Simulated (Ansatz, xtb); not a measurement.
# BH5NO+: where a starting geometry ends

The starting geometry of this gas-phase singlet was built from a drawn formula by distance geometry and a force field; its bonds are those of `B[OH+]N`.

| atom | x (Å) | y (Å) | z (Å) |
| --- | --- | --- | --- |
| B | -1.9552 | 0.9406 | 0.3799 |
| N | -0.5087 | -0.5281 | 1.5002 |
| O | -1.5208 | -0.4547 | 0.5512 |
| H | -1.8843 | 1.4397 | -0.7033 |
| H | -2.3298 | 1.5787 | 1.2894 |
| H | -2.3074 | -0.9102 | 0.9936 |
| H | 0.3645 | -0.0425 | 1.0523 |
| H | -0.7370 | -0.0469 | 2.3743 |

Problem. Predict what becomes of its bonds when it is optimised with r2SCAN-D4/def2-SVP.

Solution. It keeps its bonds, and is `B[OH+]N`.

The energy falls by 1.25 eV over 18 steps:

```tsv
step	E − E(last) (eV)
1	1.254
3	0.745
5	0.644
7	0.497
9	0.252
10	0.181
12	0.031
14	0.001
16	0.000
18	0.000
```

Final geometry (Å):

```yaml
atoms:
  - { symbol: B, position_ang: [-2.1240, 1.0644, 0.4797] }
  - { symbol: N, position_ang: [-0.3394, -0.6089, 1.4222] }
  - { symbol: O, position_ang: [-1.7016, -0.1567, 1.0826] }
  - { symbol: H, position_ang: [-1.2392, 1.8187, 0.2180] }
  - { symbol: H, position_ang: [-3.3058, 1.1297, 0.3355] }
  - { symbol: H, position_ang: [-2.3317, -0.8619, 1.3465] }
  - { symbol: H, position_ang: [0.1541, -0.5514, 0.5227] }
  - { symbol: H, position_ang: [0.0088, 0.1426, 2.0304] }
```

From the same start GFN2-xTB ends elsewhere, at `[BH2-]1[NH2+][OH+]1`.

The end wasn't checked by frequencies. Run with Ansatz 0.2.0, 17 s on 2 threads of Arm Neoverse V2 (shared host).
